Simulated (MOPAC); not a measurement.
MOPAC input (PM3):

```
PM3 FORCE THERMO(298,298) PRECISE LET CHARGE=-1 GEO-OK AUX(PRECISION=9) THREADS=1
C3H3

C     0.00435898 1   -0.00237289 1    0.31770605 1
C     0.02109757 1   -0.01145971 1    1.53674509 1
C    -0.01520669 1    0.00827091 1   -1.10807292 1
H    -0.01735074 1    1.03296902 1   -1.51190145 1
H     0.86209507 1   -0.50244197 1   -1.53542711 1
H    -0.90733495 1   -0.49654686 1   -1.51109430 1
```

Question: Which zero-point energy does it print?

Answer: 27.89 kcal/mol, from the harmonic wavenumbers of PM3.
